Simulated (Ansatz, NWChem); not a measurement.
**CN− (cyanide): a line through the functionals**

CN− has 2 atoms, charge -1, and is taken as a singlet. SMILES: `[C-]#N`. The coordinates come from a PBE0-D4/def2-TZVPD relaxation.

The vertical detachment energy (to the doublet neutral) y, in eV, basis aug-cc-pVTZ; a is the functional's share of exact exchange. Programs: Ansatz 0.2.0, NWChem 7.3.0.

```
functional  program     a  y (eV)
       PBE   Ansatz     0    3.75
      TPSS   NWChem     0    3.71
     B3LYP   Ansatz   0.2       ?
      PBE0   Ansatz  0.25    3.90
   r2SCAN0   Ansatz  0.25    3.89
     BHLYP   Ansatz   0.5    4.05
```

Q: Fit y = c + s·a to the known rows and predict B3LYP.

A: 
1. Means of the 5 rows: a = 0.2000, y = 3.860.
2. Σ(Δa)² = 0.175, Σ(Δa·Δy) = 0.1125, so the slope is 0.1125/0.175 = 0.64286.
3. Intercept: 3.860 − (0.64286) × 0.2000 = 3.731. The largest residual of the fit is 0.021.
4. B3LYP: 3.731 + (0.64286) × 0.2 = 3.86 eV.

The run gave 4.05 eV, so the prediction is off by -0.19 eV, more than the scatter of the fit. The rows mix families of semi-local functionals, which the line can't see.
